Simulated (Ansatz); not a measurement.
We consider trigonal Se, described by PBEsol (Ansatz, a first-principles code, plane waves, PAW).

Numerical settings: plane-wave cutoff 520 eV, 12×12×8 k mesh (along the axes of the cell as run), Fermi–Dirac smearing 0.01 eV, scalar-relativistic PAW data made under PBE.

Starting structure:

```
Se
1.0
    4.37000     0.00000     0.00000
   -2.18500     3.78453     0.00000
    0.00000     0.00000     4.95000
Se
3
Direct
  0.00000   0.22500   0.66667
  0.77500   0.77500   0.00000
  0.22500   0.00000   0.33333
```

Into what structure does the relaxation of cell and atoms lead at this level, with the symmetry of the start kept?

The volume falls by 12 %; final space group P3_121.
```
Se
1.0
    4.03838     0.00000     0.00000
   -2.01919     3.49734     0.00000
    0.00000     0.00000     5.12145
Se
3
Direct
  0.00000   0.24872   0.66667
  0.75128   0.75128   0.00000
  0.24872   0.00000   0.33333
```

Note: the cell comes from a level without a dispersion term, which matters for the spacing of layers, chains or molecules.
